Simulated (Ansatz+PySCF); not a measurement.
## triplet O₂: levels of theory in one basis

```xyz
2

O     0.0000    0.0000   -0.7130
O     0.0000    0.0000    0.7130
```

Basis set: STO-3G (spherical functions). Frozen core: 2 orbitals. Correlation on ROHF uses semicanonical orbitals with singles. Charge 0, multiplicity 3.

Computed with Ansatz (development build ahead of 0.2.0); each method stands on the lowest determinant of its kind that the runs found.

```csv
method,E − E(ROHF) (eV),<S²> of the determinant
ROHF,0.00,2.00
UHF,-0.03,2.00
ROHF-MP2,-1.47,–
UHF-MP2,-1.48,2.00
ROHF-CCSD,-3.12,–
ROHF-CCSD(T),-3.13,–
UHF-CCSD(T),-3.13,2.00
```

Task: What does full CI (lowest root of this spin) give on the same scale?

Result: -3.21 eV.

Task: Is a single determinant a sound starting point here?

Result: It is doubtful. Unrestricted orbitals gain 0.03 eV with <S²> 2.00 against 2.00 for a pure state, but the cluster amplitudes or the share of triples are large.

Caution for ROHF, UHF, ROHF-MP2, UHF-MP2, ROHF-CCSD, ROHF-CCSD(T), UHF-CCSD(T): the determinant may break the point group. Caution for ROHF-MP2, UHF-MP2, ROHF-CCSD, ROHF-CCSD(T), UHF-CCSD(T): large amplitudes, a single reference is doubtful. Caution for ROHF-MP2, UHF-MP2: another reference gives a lower total.
